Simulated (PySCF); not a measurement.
Species: C₃H₅N.
SMILES: `NC1C=C1`

Torsions of this conformer, `[NH2:1][CH:2]1[CH:3]=[CH:4]1`: H–N1–C2–C3 -94°, H–N1–C2–C3 24°.

The closed-shell ground state was solved at several levels (PySCF, density fitting, gas phase, non-relativistic). One conformer (not necessarily the lowest) at the PBE0-D3(BJ)/def2-SVP geometry, without solvent, vibrations or thermal averaging.

```
          level  basis functions  HOMO (eV)  LUMO (eV)  gap (eV)  dipole (D)
   KT3/pcSseg-2              214      -5.26      -1.04      4.22        1.34
  PBE0/pcSseg-1               93      -6.37       0.11      6.48        1.50
B3LYP/def2-SVPD              120      -6.28      -0.30      5.98        1.43
```

Question: Estimate the row for B3LYP/pcJ-1, a basis of 158 functions; the other rows only guide the guess.

Answer: HOMO -6.11 eV, LUMO -0.12 eV, gap 5.99 eV, dipole 1.49 D.

Question: Over all these levels, which gives the widest orbital gap and which the narrowest?

Answer: PBE0/pcSseg-1 (global hybrid, 25 % exact exchange) has the widest, 6.48 eV, and KT3/pcSseg-2 (GGA) the narrowest, 4.22 eV. Functional and basis both differ between the two, so the spread mixes both effects.

Question: How far do the dipole and the HOMO energy spread over the levels?

Answer: The dipole runs from 1.34 to 1.50 D (mean 1.44 D) and the HOMO from -6.37 to -5.26 eV.
